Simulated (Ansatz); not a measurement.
Input for Ansatz (development build ahead of 0.2.0):

```yaml
crystal:
  periodic: [false, false, false]
  atoms:
    - { symbol: P, position_ang: [0.0, 0.0, 0.0] }
    - { symbol: H, position_ang: [2.06719, 0.0, 1.73458] }
    - { symbol: H, position_ang: [-1.72328, 0.0, 1.44601] }
basis:
  gaussian: { orbitals: "6-31G" }
total_charge: 1
hamiltonian:
  xc: hf
correlation:
  method: fci
  frozen_orbitals: { H: 0, P: 5 }
```

The input is written out in the form of the current development build from the run's settings.

Results

```
Converged    : yes
Total energy : -341.38889 hartree
State        : lowest singlet root, of any spatial symmetry
```
